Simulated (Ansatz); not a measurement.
Ideal-gas functions of `C1SS1` at 800 K and 1 bar, from an Ansatz frequency run at PBE0-D4/def2-TZVP.

Molar mass 78.16 g/mol, point group C2v (symmetry number 2), electronic degeneracy 1, moments of inertia 29.47, 70.235, 96.292 u Å². Harmonic wavenumbers (cm⁻¹, unscaled): 541, 619, 891, 939, 948, 1058, 1450, 3132, 3231.

Use S(trans) = R[1.5 ln M + 2.5 ln T − 1.1517]; rotational temperatures θ = 24.2544 K / I; S(rot) = R[ln(√π/σ · √(T³/θAθBθC)) + 1.5]; for each mode x = 1.438777 ν̃/T, S = R[x/(eˣ − 1) − ln(1 − e⁻ˣ)] and H = RT x/(eˣ − 1); 1 cm⁻¹ = 0.0119627 kJ/mol; R = 8.31446 J/(mol·K).

**Question.** By hand: the entropy, in J/(mol·K).

**Answer.** Translation 183.7. Rotation: θ = 0.823, 0.3453, 0.2519 K, giving 105.8. Vibration, mode by mode: 8.86, 7.84, 5.23, 4.88, 4.82, 4.12, 2.36, 0.20, 0.17, in all 38.5. Electronic 0.0. Sum 328.0 J/(mol·K).

**Question.** By hand: H − E and G − E in kJ/mol, counted from the electronic energy.

**Answer.** Zero-point energy ½ × 12809 × 0.0119627 = 76.6; thermal vibration 19.2; translation, rotation and pV give 4 RT = 26.6. H − E = 122.4 kJ/mol, and G − E = 122.4 − 800 × 328.0/1000 = -140.0 kJ/mol.

Vibration gives 12 % of the entropy.
